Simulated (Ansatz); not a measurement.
## Two isomers of CH2B+

Structure X: the triplet with the links of `[B+]=C`. Structure Y: the triplet with the links of `B=[CH+]`. Both are isolated ions in the gas phase, relaxed with PBE0-D4/def2-TZVP.

X (Å):

```xyz
4

C    -0.6536   -0.2125    0.7947
B    -2.1002   -0.1580    0.6067
H     0.0207    0.4219    0.2123
H    -0.1992   -0.8894    1.5237
```

Y (Å):

```xyz
4

C     0.0000    0.0000   -0.7336
B     0.0000    0.0000    0.6880
H     0.0000    0.0000   -1.8156
H     0.0000    0.0000    1.8612
```

**Question.** Estimate which is lower in electronic energy at CCSD(T)/def2-TZVPP, and by roughly how much.

**Answer.** The CCSD(T)/def2-TZVPP calculation puts structure Y lower, by 0.435 eV.

Level by level:

| level | geometry | E(Y) − E(X) (eV) | departure from the last row (eV) | job, with rough time for the two |
| --- | --- | --- | --- | --- |
| PBE0-D4/def2-TZVP | PBE0-D4/def2-TZVP | −0.379 | +0.055 | optimisation, 22 s |
| HF/def2-TZVPP | PBE0-D4/def2-TZVP | −0.527 | −0.092 | part of the CCSD(T) run |
| MP2/def2-TZVPP | PBE0-D4/def2-TZVP | −0.352 | +0.083 | part of the CCSD(T) run |
| CCSD(T)/def2-TZVPP | PBE0-D4/def2-TZVP | −0.435 |  | single point, 5.6 s |

As drawn, Y has 1 B–H in place of 1 C–H.

The levels shown agree on the order. The largest departure from CCSD(T)/def2-TZVPP is that of HF/def2-TZVPP, 0.092 eV. Levels run at GFN2-xTB geometries aren't shown. The triplet state of X needn't be its ground state.

With harmonic frequencies from PBE0-D4/def2-TZVP (ideal gas, rigid rotor, one conformer each, 298.15 K, 1 atm): the zero-point term adds −0.022 eV; ΔH is −0.458 and ΔG −0.428 eV.

Open shells are spin-unrestricted. The correlated steps freeze 2 core orbitals. Codes used: Ansatz 0.2.0; the last row on 1 thread of Arm Neoverse V1 on a shared host.
